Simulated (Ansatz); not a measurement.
System: glyoxal, C₂H₂O₂, net charge 0, singlet state. SMILES: O=CC=O
Coordinates optimised at B3LYP-D3(BJ)/def2-TZVP (Ansatz, an electronic-structure program):
```xyz
6

C      0.0079     0.7617    -0.0144
C     -0.0079    -0.7617     0.0144
O      1.0376     1.3794    -0.0260
H     -0.9919     1.2360    -0.0234
O     -1.0376    -1.3794     0.0260
H      0.9919    -1.2360     0.0234
```
Charge 0, spin multiplicity 1.

Wanted: enthalpy of formation at 298 K, in kcal/mol. Conventions: LANL2DZ all-electron up to Ne; spin-orbit terms left out; 6-31G* and kin with 6d, 5d where marked; open shells spin-unrestricted; non-relativistic; no dispersion term unless named; 6-311+G** with 5d. Ab initio and DFT rows: single points at B3LYP-D3(BJ) geometries (Ansatz), with unscaled harmonic terms from B3LYP/6-31G* (Ansatz) at its own minima, enthalpies of formation by atomisation with measured atoms.

Measured values: Active Thermochemical Tables 1.112 (ions: stationary electron), as tabulated in the package chemicals; they hold spin-orbit and core effects, anharmonicity and other conformers. 

Value to compare with, the measured value: -50.8 kcal/mol.

| level | program | enthalpy of formation at 298 K (kcal/mol) | error |
|---|---|---|---|
| B3LYP/STO-3G | Ansatz | -60.2 | -9.4 |
| B3LYP/3-21G | Ansatz | -9.2 | 41.6 |
| B3LYP/LANL2DZ | Ansatz | 11.5 | 62.3 |
| B3LYP/6-31G | Ansatz | -1.7 | 49.1 |
| B3LYP/6-31G* | Ansatz | -46.9 | 3.9 |
| B3LYP/6-31+G* | Ansatz | -40.6 | 10.2 |
| B3LYP/6-31G** | Ansatz | -48.6 | 2.2 |
| B3LYP/def2-SVP | Ansatz | -55.2 | -4.4 |
| B3LYP/cc-pVDZ | Ansatz | -39.2 | 11.6 |
| B3LYP/6-311+G** | Ansatz | -41.6 | 9.2 |
| B3LYP/def2-TZVPD | Ansatz | -46.8 | 4.0 |

Among the 10 habitual levels, B3LYP/LANL2DZ lies farthest from the measured value (62.3 kcal/mol); 8 of 10 lie above it, and their mean absolute error is 20.4 kcal/mol, the median 9.8. One case shows no general order.

The sets are all those run for this method; left out are runs that failed, that the program found above a lower state of the same kind, or whose <S^2> lies over 0.5 above the pure value.
